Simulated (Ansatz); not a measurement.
Atomisation energy of small inorganics of H, N, O, F and Cl, in kcal/mol, species as SMILES. Terms: UHF or UKS for open shells; atomisation electronic, to ground-state atoms; no spin-orbit coupling; six Cartesian d functions in 6-31G* and its kin unless marked 5d; non-relativistic; valence correlation only. Basis-set limits of correlation are two-point, X^-3; Hartree-Fock from the larger set (for Q and 5 zeta extrapolated as (X+1)exp(-9√X)). Ab initio and DFT rows: single points at B3LYP-D3(BJ) geometries (Ansatz, an electronic-structure program).

CCSD(T)/CBS(cc-pV(Q+d)Z,cc-pV(5+d)Z) (Ansatz) is a level with limits of its own, not a measurement.

The rows were drawn at random among computed neutral closed-shell members with both values; the withheld row is one of them. Species whose geometry shows other bonds than their SMILES are left out. No case is left out for the size of its miss. Left out are saddle points of the reference geometry, anions that the best level run finds unbound, excited spin states, species near biochemistry, cases with under five habitual levels, runs that failed or whose electronic state is in doubt, and table entries that another table contradicts. Sets whose x spans too little for a line are not fitted. A multiple bond counts once.

```tsv
species	bonds (x)	MP2/6-31G* (Ansatz)	CCSD(T)/CBS(cc-pV(Q+d)Z,cc-pV(5+d)Z) (Ansatz)	second minus first (y)
Cl (HCl)	1	88.9	107.4	18.5
O (H2O)	2	201.0	232.8	31.8
ClCl	1	41.7	59.5	17.8
FCl	1	54.6	62.6	8.0
N (NH3)	3	252.5	297.5	45.0
F (HF)	1	123.4	141.7	18.3
```

Q: Fit the last column to a straight line in the number of bonds, and use it to estimate the value at CCSD(T)/CBS(cc-pV(Q+d)Z,cc-pV(5+d)Z) (Ansatz) for N#N, which has 1 bonds and 211.7 kcal/mol at MP2/6-31G* (Ansatz).

A: Means: x 1.500, y 23.233. Sums about the means: Sxx 3.5, Sxy 52.1. Slope b = Sxy/Sxx = 14.89, intercept a = mean y - b·mean x = 0.90; the rows scatter about the line by 3.65 (root mean square). Correction a + b·1 = 15.79 kcal/mol. Prediction for N#N: 227.5 kcal/mol. The value at CCSD(T)/CBS(cc-pV(Q+d)Z,cc-pV(5+d)Z) (Ansatz) is 227.0 kcal/mol, so the fit misses by +0.5 kcal/mol, against -15.3 kcal/mol without it. The fit is meant for species like these alone.
